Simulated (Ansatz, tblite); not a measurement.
# The cluster ReSe₂+: a ladder of methods and basis sets

The task here is to estimate one member of a computed series from the others.

Program: Ansatz 0.2.0, Gaussian basis. Level of theory: as each input shows. These are calculated values, not measurements.

The runs, in order: GFN1-xTB, GFN2-xTB, PBE-D4/def2-TZVP, r2SCAN-D4/def2-TZVP, LC-ωPBE/def2-TZVP, ωB97X-V/def2-TZVP, LDA/def2-TZVP, revPBE-D4/def2-TZVP, CAM-B3LYP-D4/def2-TZVP, PBE-D4/def2-SVP, PBE0-D4/def2-SVP, CCSD(T)/def2-TZVPP, MP2/def2-TZVP, RPA/def2-TZVP.

### The structure

The singlet was relaxed beforehand with r2SCAN-D4/def2-TZVP. At that level it is the lowest of the isomers that a small search found.

3 atoms, charge 1, spin multiplicity 1.

Bond lengths: Re1–Se2 2.174 Å, Re1–Se3 2.174 Å. Angles: Se2–Re1–Se3 105.7°.

Re takes a core potential in the def2 sets. No spin-orbit coupling is included. The ion is computed in the gas phase, without counter-ions or solvent.

PBE0-D4/def2-TZVP was run before; its log isn't repeated, and its numbers join the tables.

The first run:

Tight binding, by tblite at 300 K electronic temperature and without a spin-polarisation term:

```python
tblite.interface.Calculator('GFN1-xTB', numbers, positions, charge=1, uhf=0).singlepoint()
```

Tight binding, by tblite at 300 K electronic temperature and without a spin-polarisation term:

```python
tblite.interface.Calculator('GFN2-xTB', numbers, positions, charge=1, uhf=0).singlepoint()
```

start.molden holds the orbitals of an earlier run on this state, given as this run's starting guess.

Input file in.yaml:

```yaml
crystal:
  periodic: [false, false, false]
  atoms:
    - {symbol: Re, position_ang: [-0.442908, -0.754926, -0.004625]}
    - {symbol: Se, position_ang: [-1.271463, 1.252820, 0.088116]}
    - {symbol: Se, position_ang: [1.714371, -0.497894, -0.083491]}
basis:
  gaussian: {orbitals: def2-TZVP, initial_orbitals: start.molden}
total_charge: 1
hamiltonian: {xc: pbe, dispersion: d4}
scf: {omitted_lower_state_checks: [starts]}
output: {forces: true, orbitals: {seedname: orbitals}}
```

Run with:

```sh
> ansatz run in.yaml --threads 4 --pin off --events-out ev --progress --plain --max-ram 3916MiB
```

Steps of the session up to this table: PBE-D4/def2-TZVP; r2SCAN-D4/def2-TZVP; LC-ωPBE/def2-TZVP; ωB97X-V/def2-TZVP; LDA/def2-TZVP; revPBE-D4/def2-TZVP; CAM-B3LYP-D4/def2-TZVP; PBE-D4/def2-SVP; PBE0-D4/def2-SVP; CCSD(T)/def2-TZVPP; MP2/def2-TZVP; RPA/def2-TZVP.

One of the session's tables, all rows but one given; the rest of the session is left out.

```
                 level  HOMO (eV)  LUMO (eV)  gap (eV)
         LDA/def2-TZVP     -10.79     -10.58      0.21
       PBE-D4/def2-SVP     -10.73     -10.36      0.37
      PBE-D4/def2-TZVP          ?          ?         ?
   revPBE-D4/def2-TZVP     -10.60     -10.23      0.37
   r2SCAN-D4/def2-TZVP     -11.06     -10.26      0.80
      PBE0-D4/def2-SVP     -12.19      -9.51      2.68
     PBE0-D4/def2-TZVP     -12.08      -9.45      2.63
CAM-B3LYP-D4/def2-TZVP     -13.50      -8.53      4.97
     LC-ωPBE/def2-TZVP     -14.91      -7.39      7.52
     ωB97X-V/def2-TZVP     -14.56      -7.49      7.07
```

Q: Estimate the row for PBE-D4/def2-TZVP from the others.

The run gave: HOMO (eV): -10.65; LUMO (eV): -10.31; gap (eV): 0.34. In the column «HOMO (eV)» it lies between PBE-D4/def2-SVP (-10.73) and revPBE-D4/def2-TZVP (-10.60).
